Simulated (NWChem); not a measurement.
A series in which one site is exchanged, each optimised at PBE0/def2-SVP with NWChem, gas phase unless a solvent is named. For some, no frequency run checked for a minimum. def2 effective core potentials on Zr; no spin-orbit coupling.

A: [ZrH3][CH3] (CH₆Zr; site = Zr)
B: C[SiH3] (CH₆Si; site = Si)
C: CC (C2H6; site = C)

Q: Rank them by lowest singlet excitation, PBE0/def2-SVPD, TDA (eV), lowest first.

A: A (4.09), B (8.47), C (9.08)
